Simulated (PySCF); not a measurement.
**SiO: bond curves at several levels of theory**

What are the lowest state that PBE0 finds, the bond length, vibrational wavenumber and bond energy of SiO, and how much do these hang on the method?

The runs use PySCF 2.14.0; Si def2-SVP, O def2-SVP, no relativity.

## (1) Set-up

Settings of the job:

| Item | Value |
| --- | --- |
| atoms | Si, O |
| charge | 0 |
| basis | Si def2-SVP, O def2-SVP |
| Hamiltonian | no relativity |
| basis functions | 32 |
| electrons treated | 22 |
| masses in u | 27.9769, 15.9949 |
| levels | PBE0, PBE, r²SCAN, TPSS, MN15, LDA, HF, MP2, SCS-MP2, CCSD, CCSD(T) |
| grid | 80 radial by 434 angular points |
| occupations | held fixed by the projection of orbital angular momentum |
| dissociation limit | Si + O, each in its ground configuration |
| starting distance in angstrom | 1.715 |
| values of 2S to try | 0, 2, 4 |

The run is started by

```console
$ OMP_NUM_THREADS=1 python dia.py task.json out
```

After this run come: First curve: PBE0; Excited determinants; PBE (GGA); r²SCAN; TPSS; MN15; LDA; RHF (mean field); MP2 and coupled cluster.

What does the calculation give? Wanted: for each run, Re; ωe; De; μ.

As calculated:

Lowest PBE0 solution found, without spin–orbit coupling: ¹Σ⁺ (singlet), closed shell. State 2 has its PBE0 minimum 3.78 eV higher. State 3 has its PBE0 minimum 6.89 eV higher. The other levels ran on the lowest alone.

```csv
level,Re (Å),ωe (cm⁻¹),De (eV),μ (D)
RHF,1.492,1397,4.42,-3.30
RHF-MP2,1.543,1182,7.89,n/a
RHF-SCS-MP2,1.539,1202,7.66,n/a
RHF-CCSD,1.526,1266,7.12,n/a
RHF-CCSD(T),1.537,1206,7.39,n/a
LDA,1.532,1212,9.45,-2.43
PBE,1.545,1182,8.30,-2.41
TPSS,1.541,1197,7.86,-2.42
r²SCAN,1.530,1232,7.86,-2.56
PBE0,1.523,1261,7.63,-2.70
MN15,1.515,1299,8.18,-2.66
```

De is counted to Si + O in their ground configurations. A positive dipole means Si(−)O(+).

**Reading.** The methods spread over 0.053 Å in bond length, from RHF to PBE. Of the levels with a De here, RHF gives the least (4.42 eV) and LDA the most (9.45 eV).

Correlated steps freeze 6 core orbitals. T1 is 0.031 near the minimum (highest on the curve 0.054), which may point to more than one leading configuration.
